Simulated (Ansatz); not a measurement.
```yaml
crystal:
  periodic: [false, false, false]
  atoms:
    - {symbol: C, position_ang: [-0.322150, 0.711221, -0.297597]}
    - {symbol: O, position_ang: [0.882508, -0.058184, -0.099035]}
    - {symbol: C, position_ang: [0.709591, -1.200598, 0.453919]}
    - {symbol: N, position_ang: [0.588564, -2.236098, 0.950430]}
    - {symbol: H, position_ang: [-1.004630, 0.165363, -0.949450]}
    - {symbol: H, position_ang: [-0.792261, 0.914475, 0.664867]}
    - {symbol: H, position_ang: [-0.000423, 1.635722, -0.768935]}
basis:
  gaussian: {orbitals: aug-pcseg-2}
hamiltonian: {xc: {name: wB97X-V}}
accuracy: high
scf: {lower_state_search: light}
output: {forces: true}
```

```sh
$ ansatz run in.yaml --threads 2 --pin off --events-out ev --progress --plain --max-ram 4352MiB
```

Output, abridged:

```
Functional definition: wB97X-V
3793 factors; integrals over basis functions are off by at most 3.3e-9 eV
643 factors; integrals over basis functions are off by at most 1.3e-9 eV
mean field evaluation 1: about -5654.4120 eV, gradient 4.8e1 eV
mean field evaluation 2: about -5653.0650 eV, gradient 5.5e1 eV
mean field evaluation 4: about -5658.7491 eV, gradient 2.9e0 eV
mean field evaluation 8: about -5658.7722 eV, gradient 5.8e-2 eV
mean field evaluation 16: about -5658.7723 eV, gradient 2.0e-5 eV
mean field -5658.77225385 eV, -207.9560446754 hartree, gradient 4.0e-8 eV, S^2 0.000000; 0 other end points of the search recorded, 0 dependent functions left out
reference -5658.77225355 eV, -207.9560446643 hartree; 15, 15 occupied and 238, 238 virtual orbitals, 3793 factors
Total energy: -5658.77225355 eV, -207.9560446643 hartree
Atom 0 at    -0.322150     0.711221    -0.297597 Å, force    -0.167302     0.127991    -0.037378 eV/Å
Atom 1 at     0.882508    -0.058184    -0.099035 Å, force     0.208402     0.274957    -0.155041 eV/Å
Atom 2 at     0.709591    -1.200598     0.453919 Å, force    -0.039060    -0.517537     0.245336 eV/Å
Atom 3 at     0.588564    -2.236098     0.950430 Å, force    -0.004728     0.125421    -0.057595 eV/Å
Atom 4 at    -1.004630     0.165363    -0.949450 Å, force     0.004793    -0.008028    -0.001761 eV/Å
Atom 5 at    -0.792261     0.914475     0.664867 Å, force     0.005833    -0.004334     0.006082 eV/Å
Atom 6 at    -0.000423     1.635722    -0.768935 Å, force    -0.007937     0.001529     0.000356 eV/Å
Dipole moment:    -0.305876     0.844796    -0.351825 e Å
```

Run time 29 s (2 threads of an INTEL XEON PLATINUM 8581C on a shared host); peak host memory 2.1 GiB.
